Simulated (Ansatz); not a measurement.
Molecule: CH₅N, net charge 1, doublet state. 
Coordinates optimised at B3LYP-D3(BJ)/def2-TZVP (Ansatz, a program for electronic structure):
```
C
H 1 1.0906
H 1 1.0906 2 113.98
N 1 1.4105 2 110.98 3 -126.17
H 4 1.0206 1 121.63 2 155.59
H 4 1.0206 5 116.66 1 -176.81
H 1 1.1155 2 106.48 3 117.10
```
Charge +1, spin multiplicity 2.

Basis-set convergence of Hartree-Fock and MP2 correlation energies (hartree) with Ansatz. Cores are frozen in the correlated levels unless marked. UHF or UKS for open shells. No spin-orbit coupling. Non-relativistic.

| basis | functions | E(HF) | E(corr, MP2) |
|---|---|---|---|
| cc-pVDZ | 53 | -94.94303 | -0.28286 |
| cc-pVTZ | 130 | ___ | ___ |

What belongs in the gaps?


- cc-pVTZ, E(HF): -94.97177
- cc-pVTZ, E(corr, MP2): -0.35129
